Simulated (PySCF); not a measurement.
# State search for BO⁺

Unrestricted PBE0; B def2-TZVP, O def2-TZVP; no relativity (PySCF 2.14). Outer shells of the fragments: B+ 2s2; O 2s2 2p4.

Followed along the bond (rough minima from three points):

| 2Ms+1 | unpaired | ⟨S²⟩ at the start | R at minimum (Å) | Te (eV) |
| --- | --- | --- | --- | --- |
| 1 | none | 0.00 | 1.19 | 0.00 |
| 3 | σ ↑, π ↑ | 2.01 | 1.31 | 0.17 |
| 1 | σ ↑, π ↓ | 1.02 | 1.31 | 0.26 |

Solutions found at the starting distance of 1.515 Å, counted from the lowest of them; the search is not exhaustive and high or unbound solutions are not listed, so other states can lie among these:

```
2Ms+1  unpaired   term  E (eV)  ⟨S²⟩  ⟨Lz²⟩  μ (D)
    3  σ ↑, π ↑     ³Π    0.00  2.01   1.02  -3.85
    1  σ ↑, π ↓  mixed    0.10  1.02   1.01  -3.87
    1      none    ¹Σ⁺    1.56  0.00   0.00  -5.95
    3      π ↑↑    ³Σ⁻    2.97  2.01   0.00   0.41
    3      σ ↑↑    ³Σ⁺    2.98  2.02   0.00  -3.65
    1      π ↑↓  mixed    3.74  1.00   2.01   0.42
```

A term symbol is given only where ⟨S²⟩ and ⟨Lz²⟩ are close to those of a pure state; real π, δ and φ orbitals otherwise mix terms. A positive dipole points towards O; it is taken about the centre of mass and depends on that origin.

Compare the gap between the two lowest followed solutions at the starting distance with the gap between their minima.

At PBE0 the second solution (triplet, unpaired electrons σ ↑, π ↑) lies -1.56 eV from the first (singlet, closed shell) at 1.515 Å and +0.17 eV at the minima; the two curves relax by different amounts, since their minima lie near 1.31 and 1.19 Å.

Counting both spins, an empty level lies below a filled one in some of these solutions, because spin and occupation are held.
